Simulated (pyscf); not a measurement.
Optimised with ωB97X-D3(BJ)/def2-SVP in PySCF.

Cl–SiH₂–Cl + H₂ → H₃Si–Cl + HCl
Surface: singlet. Broken: Cl–Si, H–H. Formed: H–Si, Cl–H. Give ΔE‡ and ΔE from ωB97M-D3(BJ)/def2-TZVP, relative to the separated reactants.

ΔE‡ = 214.7 kJ/mol, ΔE = +78.0 kJ/mol. Zero-point energy shifts the barrier by +10.4 kJ/mol. It is a four-centre exchange, with an imaginary mode of 870i cm⁻¹. This is the saddle that the search found; another between the same sides may lie lower.
